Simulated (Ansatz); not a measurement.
Start from `NC/C=C\F` and change one atom or group (the configuration at the double bond changes too) to get `N#C/C=C/F`.

Ansatz, PBE0-D4/def2-TZVP geometries, multiplicity 1. Each molecule was computed in one conformer, which needn't be the lowest.

| property | `NC/C=C\F` |
| --- | --- |
| LUMO energy (B3LYP/def2-TZVPP) / eV | 0.06 |
| size of the dipole moment (ωB97M-V/def2-TZVPP) / D | 0.46 |
| LUMO energy (ωB97M-V/def2-TZVPP) / eV | 2.23 |
| size of the dipole moment (B3LYP/def2-TZVPP) / D | 0.47 |
| LUMO energy (PBE0/def2-TZVPP) / eV | 0.35 |
| HOMO energy (ωB97M-V/def2-TZVPP) / eV | -9.37 |

(1) Give the same properties after the change, and the shifts. (Estimate.)

## Answers

(1) Computed: 
| property | `N#C/C=C/F` | shift |
| --- | --- | --- |
| LUMO energy (B3LYP/def2-TZVPP) / eV | -1.84 | -1.90 |
| size of the dipole moment (ωB97M-V/def2-TZVPP) / D | 2.93 | 2.47 |
| LUMO energy (ωB97M-V/def2-TZVPP) / eV | 0.60 | -1.63 |
| size of the dipole moment (B3LYP/def2-TZVPP) / D | 2.92 | 2.45 |
| LUMO energy (PBE0/def2-TZVPP) / eV | -1.59 | -1.94 |
| HOMO energy (ωB97M-V/def2-TZVPP) / eV | -10.49 | -1.12 |

With PBE0 the HOMO falls by 1.34 eV and the LUMO falls by 1.94 eV, so the gap narrows by about 0.60 eV. PBE moves the HOMO by -1.63 eV and ωB97M-V by -1.12 eV. Dipoles are sizes alone; their direction can turn.

B3LYP here is the variant with VWN-RPA as its local correlation; programs differ in this.
